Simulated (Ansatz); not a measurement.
System: C₂H₅S, net charge 0, doublet state. It need not be the lowest isomer of its formula. SMILES: [CH2]SC
Coordinates optimised at B3LYP-D3(BJ)/def2-TZVP (Ansatz, a first-principles code):
```
S
C 1 1.7031
H 2 1.0784 1 117.39
H 2 1.0789 3 120.79 1 -172.67
C 1 1.8098 2 101.63 3 178.37
H 5 1.0884 1 107.19 2 179.31
H 5 1.0892 6 109.47 1 -119.70
H 5 1.0894 6 109.32 7 -120.69
```
Charge 0, spin multiplicity 2.

Quantity: atomisation energy (electronic, to ground-state atoms), in eV. Cores are frozen in the correlated levels unless marked. UHF or UKS for open shells. Spin-orbit coupling is left out. Non-relativistic. The coupled-cluster limit lacks core correlation, which all-electron functionals hold. CBS(X,Y): correlation extrapolated as X^-3; Hartree-Fock from the larger set. The bracket is a focal-point correction in the basis named.

```
level                           program  atomisation energy (eV)
-----------------------  --------------  -----------------------
PBE-D4/def2-TZVPD        Ansatz + dftd4                    29.63
PBE0-D4/def2-TZVP        Ansatz + dftd4                    29.20
PBE0/def2-TZVP                   Ansatz                    29.09
BHLYP-D3(BJ)/def2-TZVPD  Ansatz + dftd3                    28.32
```

**Question.** What does RI-MP2/CBS(cc-pV(T+d)Z,cc-pV(Q+d)Z)+[CCSD(T)-MP2]/cc-pV(T+d)Z (Ansatz) give?

**Answer.** 28.91 eV, so BHLYP-D3(BJ)/def2-TZVPD differs from it by -0.59 eV.
